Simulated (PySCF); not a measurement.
Structure with atom numbers: `[CH3:1][P:2]([CH3:3])[P:4]([F:5])[F:6]`. Hydrogens are named by the atom that carries them.

Geometry: PBE0-D3(BJ)/def2-SVP; GIAO absolute shieldings from PySCF, gas phase, non-relativistic, averaged over equivalent atoms.

At wB97X-D/pcSseg-1 (146 basis functions, 15 s wall time on 1 thread of an Arm Neoverse V1, shared host):
```json
{"atoms": "C1/C3", "σ (ppm)": "177.2"}
{"atoms": "P4", "σ (ppm)": "-18.7"}
{"atoms": "P2", "σ (ppm)": "376.9"}
{"atoms": "F5/F6", "σ (ppm)": "296.0"}
{"atoms": "H(C1)/H(C3)", "σ (ppm)": "30.34"}
```

Question: Predict the values at WP04/pcSseg-1 on the same geometry.

Answer: 
```tsv
atoms	σ at WP04/pcSseg-1	change
C1/C3	163.0	-14.2
P4	-52.0	-33.3
P2	319.4	-57.5
F5/F6	298.6	+2.6
H(C1)/H(C3)	30.50	+0.16
```

The largest change is at P2 (phosphorus bonded to 2 C, P). Cost: 146 basis functions, 11 s wall time on 1 thread of an Arm Neoverse V1, shared host.
